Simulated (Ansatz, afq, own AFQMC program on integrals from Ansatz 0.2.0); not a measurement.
# Ge2H2, singlet in cc-pVDZ along one coordinate

| atom | x (Å) | y (Å) | z (Å) |
| --- | --- | --- | --- |
| Ge | 0.0000 | 0.0000 | 0.8786 |
| Ge | 0.0000 | 0.0000 | -0.9274 |
| H | 0.0000 | 1.2621 | 1.7580 |
| H | 0.0000 | -1.2621 | 1.7580 |

The Ge1–Ge2 distance is changed with both sides rigid. Energies in kJ/mol count from this geometry (1.806 Å) at the same level; the start stands on RHF, each point on the determinant named.

Basis cc-pVDZ. Noble-gas cores (and the filled d shells of Ga–Kr and In–Xe) are frozen. Integrals, coupled cluster, full CI and functionals: Ansatz 0.2.0; the random walks run on the same integrals in our own AFQMC program. ph-AFQMC/CISD is guided by a CISD state made of CCSD amplitudes; releasing the constraint for a short imaginary time cuts its bias at the price of noise, slowly where states lie close. Error bars are statistical, one sigma. No spin–orbit coupling.

Cautions, each for one point or more: CCSDT(Q) on the UHF determinant differs, perhaps since the unrestricted series falls towards higher spin; cluster runs in doubt by the program's own checks; higher spins were not checked; inner d shell frozen; no relativity below Rb; no spin-orbit coupling; restricted determinant unstable towards unrestricted; strong correlation.

```csv
r(Ge1–Ge2) / Å,det.,T1,weight,CCSD(T),ph-AFQMC/CISD,released AFQMC,CCSDT(Q),B2PLYP,HF
2.786,RHF¶,0.051,0.78,-315.1,-308.0 ± 2.2,-315.1 ± 2.6*,-318.3,–,-249.1
3.715,RHF¶,0.090,0.63,-118.5,-120.1 ± 2.7,–,-94.9,–,-105.5
5.031,RHF,0.011,0.72,-64.4,-58.8 ± 2.4,-60.7 ± 2.9*,-69.7,-87.5§,-79.8
7.694,RHF,0.011,0.71,-60.8,-61.2 ± 3.1,-65.4 ± 5.5*,-62.9,-82.9§,-74.7
```

Weight is that of the determinant in the CISD state; at the start T1 is 0.019 and the weight 0.86. ¶ marks points with a poor determinant and no full CI, where no value is sure; they don't count among the departures. An asterisk marks released energies that aren't shown to be converged. A dash marks a missing value, a released energy that hasn't settled or a functional that sits on another state. § marks a functional whose ⟨S²⟩ is too high by over 0.1. Largest departures from phaseless AFQMC with a CISD trial: CCSD(T) -5.6 kJ/mol at 5.031 (on RHF), CCSDT(Q) -10.9 kJ/mol at 5.031 (on RHF), HF -21.0 kJ/mol at 5.031 (on RHF). The walk's constraint bias lies outside its error bars, so these are departures and not errors. The functionals aren't scored here. In this small basis the wave-function levels are far from their limit, so their gap to the functionals isn't the functionals' error.

Some points may be missing: those where a free walk finds a much lower state, and past Zn most of those on another determinant than at the start.

CCSDT and higher add their correlation energy to the determinant of the CCSD(T) run, since their own runs factorise the integrals more tightly (a shift of under 2 meV). A walk keeps the symmetry of its determinant, which the program's search chose and which needn't be the lowest solution, so a lower state of the same spin and another symmetry isn't excluded.
